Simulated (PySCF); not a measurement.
Gas-phase reaction: 2 H2SiO + i-Si4H10 → 2 c-Si3H6 + 2 OH

Computed with PySCF and rigid-rotor harmonic-oscillator thermochemistry at 1 bar. † marks an energy on the PBE0/def2-TZVP geometry and frequencies; other levels use their own. 6-31G* has spherical d functions here. Open shells (unrestricted): OH (multiplicity 2, electronic degeneracy 4); the rest are closed-shell singlets. Spin-orbit splitting is ignored; it lowers the true energy and changes the entropy of OH. H2SiO, c-Si3H6: computed as isolated molecules; such fragments, hydroxides, amides, oligomers or adducts are transient or little studied in the gas. The harmonic model lacks anharmonicity and excited electronic states, which grow with temperature; levels with a mode under 35 cm⁻¹ are left out. Internal rotation in i-Si4H10 is treated as a harmonic vibration of one conformer, which makes the entropy rough.

| level | ΔE electronic, kJ | ΔH°(298 K), kJ | ΔS°(298 K), J/K | ΔG°(1000 K), kJ |
|---|---|---|---|---|
| BLYP/def2-TZVP† | 689 | 681 | 104 | 568 |
| HF/6-31G* | 445 | 435 | 90 | 335 |
| HF/def2-TZVP† | 471 | 464 | 104 | 350 |
| PBE/def2-SVP | 612 | 605 | 107 | 489 |
| PBE/def2-TZVP† | 630 | 622 | 104 | 509 |
| PBE0/def2-SVP† | 545 | 538 | 104 | 425 |
| r2SCAN/def2-TZVP† | 612 | 604 | 104 | 491 |
| ωB97M-V/def2-TZVP† | 658 | 650 | 104 | 537 |
| ωB97X-V/def2-TZVP† | 636 | 629 | 104 | 516 |
ΔH° is lowest at HF/6-31G* and highest at BLYP/def2-TZVP†. No reference value is set beside these.
